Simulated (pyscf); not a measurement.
Elementary routes open to F–CH•–F (SMILES F[CH]F) + SiH₄ (SMILES [SiH4]) in the gas phase (doublet surface):
A. F–CH(F)–SiH₃ (SMILES FC(F)[SiH3]) + H• (SMILES [H]) (H–Si broken; C–Si formed)
B. F–CH₂–F (SMILES FCF) + SiH₃• (SMILES [SiH3]) (H–Si broken; C–H formed)

Single points on ωB97X-D3(BJ)/def2-SVP structures (PySCF, gas phase).

Problem. Rank the routes by free-energy barrier at 298 K, lowest first, for ωB97M-D3(BJ)/def2-TZVP energies (ideal gas, 1 atm, RRHO with modes under 100 cm⁻¹ raised to 100, one conformer, R ln 2 for chiral ones without a mode under 150 cm⁻¹).

Solution. B (68.7 kJ/mol), A (116.6 kJ/mol)

Route B is the fastest of these, ahead of the next by 47.9 kJ/mol. The most stable products are those of B (ΔG = -34.9 kJ/mol), so kinetics and thermodynamics agree. At 1200 K B is still the fastest. Only these routes are compared; each barrier is that of the saddle found, and lower ones may exist.
